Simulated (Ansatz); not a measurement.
## How far each method lies from full CI for SiAs⁺, triplet

Geometry: a point of a stretch scan, not a stationary point.

```json
{"atom": "Si", "x (Å)": "0.0000", "y (Å)": "0.0000", "z (Å)": "0.0000"}
{"atom": "As", "x (Å)": "0.0000", "y (Å)": "0.0000", "z (Å)": "4.2830"}
```

Basis cc-pVDZ; Ansatz 0.2.0. Only valence electrons are correlated (noble-gas cores and the filled d shells of p-block atoms frozen), which leaves 8 electrons in 26 orbitals. R marks a restricted (for open shells ROHF) determinant. Active spaces: valence = (8e, 8o) chosen from the atoms' valence shells. No spin–orbit coupling is included, and no scalar relativity.

Full CI is exact within this basis and frozen core; it isn't the basis-set limit.

Coupled cluster chose its determinant by a search with trial CCSD, here up to 0.10 eV above the lowest Hartree–Fock solution of its kind.

The R cluster runs have T1 = 0.282 on a determinant 0.10 eV above the lowest RHF solution, too large to trust, so RMP2, RCCSD, RCCSD(T), RCCSDT(Q), RCCSDT aren't compared. BCCD(T) turns its orbitals far from the restricted determinant (T1 = 0.323 for the singles of that rotation), so its spin and state can't be checked, and it isn't compared. The determinant has the irrep A2, whose lowest full-CI state lies within 3 meV of the B2 state that serves as the reference; occupations given are those of the former.

* UHF ⟨S²⟩: 3.013
* T1 diagnostic (RCCSD): 0.2822
* largest doubles amplitude (RCCSD): 0.149

Q: From what is known of these methods and the diagnostics, rank them by the size of their error in total energy against full CI in cc-pVDZ, smallest first (an estimate: the text doesn't fix the numbers).
A. MRCISD (valence space)
B. RCCSDTQ
C. NEVPT2 (valence space)
D. CASSCF (valence space)
E. MRCISD+Q (valence space)

A: B (2 meV), E (14 meV), A (178 meV), C (709 meV), D (2796 meV).

All errors are against full CI in cc-pVDZ. Below it: MRCISD+Q (valence space). With T1 at 0.282 and a doubles amplitude of 0.15 one determinant is a poor start. Within each family the higher level lies nearer, as is usual though not guaranteed.

The program itself flagged as in doubt: RCCSDTQ.

The full-CI state has the irrep B2 of C2v, in the program's axes (one component, if the state is degenerate).

Its occupations show that no single determinant describes this state well.

Natural occupations of full CI about the gap: 1.952 1.903 1.294 0.992 0.992 0.681 0.041 0.041 0.012 0.010; effectively unpaired electrons, Σ n²(2−n)², 3.70.
